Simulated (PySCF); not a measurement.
Work out the structure from these simulated measurements.

Elements present: B, C, F, H and N. Monoisotopic mass: 193.0623 u.

| Quantity | Value |
| --- | --- |
| UV, first state | lowest singlet excitation: 2.84 eV (437 nm, f = 0.466) [TDDFT CAM-B3LYP/def2-SVPD] |
| Rotational structure | rotational constants A, B, C: 1.266, 0.668, 0.478 GHz [PBE0-D3(BJ)/def2-SVP] |
| NMR, other nuclei | isotropic shieldings of nuclei other than C and H, by class: 106 (1 B), -93 (1 N), 47 (2 N), 333 (2 F) ppm [GIAO B97-2/pcSseg-1] |
| Triplet | lowest triplet excitation (Tamm–Dancoff): 1.13 eV [TDA CAM-B3LYP/def2-SVPD] |
| 13C NMR | chemical shifts (computed TMS as zero) by class: 151.7 (2 C), 147.6 (2 C), 138.0 (2 C), 122.9 (2 C) ppm [GIAO B97-2/pcSseg-1] |
| 1H NMR | chemical shifts (computed TMS as zero) by class: 7.84 (2 H), 7.26 (2 H), 6.59 (2 H) ppm [GIAO B97-2/pcSseg-1] |
| Polarisability | 158.1 au [CAM-B3LYP/def2-SVPD] |
| Dipole | 2.34 D [CAM-B3LYP/def2-SVPD] |

The electronic properties come from PySCF, for the isolated species, density fitting. Levels stand in brackets. Geometry: PBE0-D3(BJ)/def2-SVP; no solvent, vibrations or thermal averaging. Each NMR value is the plain mean over a class of atoms that symmetry, rotation or inversion makes alike.

Question: Which formula fits the mass and the elements?

Answer: C8H6BF2N3 (calculated 193.0623). Within 0.0003 u, C7H2B5F2N would fit the mass too; the spectra decide.

Question: What is the compound? Reason from the data.

Answer: Numbering: `[F:1][B-:2]1([F:3])[n:4]2[cH:5][cH:6][cH:7][c:8]2[N:9]=[C:10]2[CH:11]=[CH:12][CH:13]=[N+:14]12`. 8 carbons fall into 4 classes; from least to most shielded: carbon bonded to C, N and H [C5/C13] (151.7 ppm, 2 C), carbon bonded to C and 2 N [C8/C10] (147.6 ppm, 2 C), carbon bonded to 2 C and H [C7/C11] (138.0 ppm, 2 C), carbon bonded to 2 C and H [C6/C12] (122.9 ppm, 2 C). Hydrogen classes from least to most shielded: 2 H on 2 like atoms (carbon bonded to C, N and H), C5/C13 (7.84 ppm), 2 H on 2 like atoms (carbon bonded to 2 C and H), C7/C11 (7.26 ppm), 2 H on 2 like atoms (carbon bonded to 2 C and H), C6/C12 (6.59 ppm). The other shieldings belong to: 106 ppm, four-coordinate boron [B2]; -93 ppm, C=N nitrogen [N9]; 47 ppm, nitrogen bonded to B and 2 C [N4/N14]; 333 ppm, boron-bound fluorine [F1/F3]. S1 is mainly HOMO→LUMO (weight 0.92); the largest Löwdin shares of the orbital it empties are 0.15 on each of 2 atoms of one kind (carbon bonded to C and 2 N) and 0.12 on each of 2 atoms of one kind (carbon bonded to C, N and H), of the orbital it fills 0.20 on the C=N nitrogen and 0.12 on each of 2 atoms of one kind (carbon bonded to C, N and H). By its constants the optimised geometry is an asymmetric top. Structure: Aza-BODIPY, `c1cc2N=C3[N+]([B-](n2c1)(F)F)=CC=C3`. The assignments are read from this structure; whether some other isomer fits the data as well wasn't checked.
